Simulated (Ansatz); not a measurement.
# C2H3NO: one species, many methods

The task here is to estimate one member of a computed series from the others.

The runs use Ansatz 0.2.0, Gaussian basis; functionals in def2-TZVPP, the program's frozen cores in correlated methods.

Levels to be run: LDA (SPW92), PBE-D4, revPBE-D4, BLYP-D4, r2SCAN-D4, B97M-V, PBE0-D4, B3LYP-D4, r2SCANh-D4, r2SCAN0-D4, HSE06-D4, BHLYP-D4, CAM-B3LYP-D4, LC-ωPBE, ωB97X-V, ωB97M-V, B2PLYP, PBE-QIDH; CCSD(T)/def2-SVP; CCSD(T)/def2-TZVPP; MP2/def2-QZVPP; extrapolation to the limit; RPA on PBE.

## The geometry

All runs share one geometry, relaxed beforehand with PBE0-D4 in a triple-zeta def2 set.

7 atoms, charge 0, spin multiplicity 1.

Atoms are counted from 1 here; the program's logs count them from 0.

Bond lengths: O1–C2 1.313 Å, O1–H5 0.965 Å, C2–C3 1.275 Å, C2–N4 1.427 Å, C3–N4 1.586 Å, C3–H6 1.070 Å, N4–H7 1.024 Å. Angles: C2–O1–H5 108.3°, O1–C2–C3 152.4°, O1–C2–N4 135.7°, C3–C2–N4 71.7°, C2–C3–N4 58.6°, C2–C3–H6 156.8°, N4–C3–H6 134.8°, C2–N4–C3 49.7°, C2–N4–H7 109.2°, C3–N4–H7 107.3°.

Set-up of the first run:

The input, in.yaml:

```yaml
crystal:
  periodic: [false, false, false]
  atoms:
    - {symbol: O, position_ang: [-0.925855, 1.295879, -0.410757]}
    - {symbol: C, position_ang: [-0.155204, 0.335388, 0.045896]}
    - {symbol: C, position_ang: [0.667874, -0.146409, 0.891482]}
    - {symbol: N, position_ang: [0.046799, -1.043681, -0.259924]}
    - {symbol: H, position_ang: [-1.408793, 0.958723, -1.174996]}
    - {symbol: H, position_ang: [1.082772, -0.342054, 1.858476]}
    - {symbol: H, position_ang: [0.753706, -1.125946, -0.995979]}
basis:
  gaussian: {orbitals: def2-TZVPP}
hamiltonian: {xc: lda}
output: {orbitals: {seedname: orbitals}}
```

The run is started by

```console
ansatz run in.yaml --threads 2 --pin off --events-out ev --progress --plain --max-ram 4352MiB
```

Among the steps run: LDA; PBE-D4 (GGA); revPBE-D4 (GGA); BLYP-D4 (GGA); r2SCAN-D4 (meta-GGA); B97M-V (meta-GGA); PBE0-D4 (hybrid); B3LYP-D4 (hybrid); r2SCANh-D4 (hybrid); r2SCAN0-D4 (hybrid); HSE06-D4 (hybrid); BHLYP-D4 (hybrid); CAM-B3LYP-D4 (range-separated); LC-ωPBE (range-separated); ωB97X-V (range-separated); ωB97M-V (range-separated); B2PLYP (double hybrid); PBE-QIDH (double hybrid).

One of the session's tables, all rows but one given; the rest of the session is left out.

It belongs to the step «Frontier levels by functional». 

| functional | HOMO (eV) | LUMO (eV) | gap (eV) |
| --- | --- | --- | --- |
| LDA (SPW92) | -4.72 | -0.63 | 4.09 |
| PBE-D4 | -4.58 | -0.40 | 4.18 |
| revPBE-D4 | -4.52 | -0.31 | 4.21 |
| BLYP-D4 | ? | ? | ? |
| r2SCAN-D4 | -4.76 | -0.10 | 4.66 |
| B97M-V | -4.85 | -0.05 | 4.79 |
| PBE0-D4 | -5.86 | 0.57 | 6.43 |
| B3LYP-D4 | -5.67 | 0.17 | 5.84 |
| r2SCANh-D4 | -5.25 | 0.27 | 5.52 |
| r2SCAN0-D4 | -5.98 | 0.82 | 6.80 |
| HSE06-D4 | -5.45 | 0.20 | 5.65 |
| BHLYP-D4 | -7.04 | 1.20 | 8.25 |
| CAM-B3LYP-D4 | -7.27 | 1.33 | 8.60 |
| LC-ωPBE | -8.63 | 2.71 | 11.34 |
| ωB97X-V | -8.25 | 2.52 | 10.77 |
| ωB97M-V | -8.16 | 2.04 | 10.20 |

**Question.** Estimate the row for BLYP-D4.

Worked estimate for «HOMO (eV)». Against the share of exact exchange, B3LYP-D4 (0.2, -5.67), BHLYP-D4 (0.5, -7.04) give a slope of -4.57 per unit share; at 0 the line stands at -4.76.

The run gave: HOMO (eV): -4.49; LUMO (eV): -0.41; gap (eV): 4.08. In «HOMO (eV)» the line misses by -0.27.
